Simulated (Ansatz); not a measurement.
A run of Ansatz (development build ahead of 0.2.0) on doublet CF2(+) at this shape:

```xyz
3

C     0.1361   -0.0815    0.4144
F    -0.4797   -0.9420   -0.1530
F     0.4323    0.9617   -0.0627
```

Its results:

```
Converged                       : yes
Total energy                    : -236.09317 hartree
Spin squared of the determinant : 0.755
Stability test                  : minimum
```

Forces (eV/Å):
```tsv
atom	Fx	Fy	Fz
C1	-0.406	-0.941	0.071
F2	0.249	0.360	0.214
F3	0.157	0.581	-0.285
```

(1) Which input gives this output? Name the method, the orbitals and the basis set, and write the input.

## Answers

(1) UHF in def2-SVP.

```yaml
crystal:
  periodic: [false, false, false]
  atoms:
    - { symbol: C, position_ang: [0.13615, -0.08148, 0.41445] }
    - { symbol: F, position_ang: [-0.47966, -0.94196, -0.15301] }
    - { symbol: F, position_ang: [0.43228, 0.96167, -0.06274] }
basis:
  gaussian: { orbitals: def2-SVP }
total_charge: 1
magnetization:
  spin_polarized: true
  initial_magnetization: 1
hamiltonian:
  xc: hf
output:
  forces: true
```
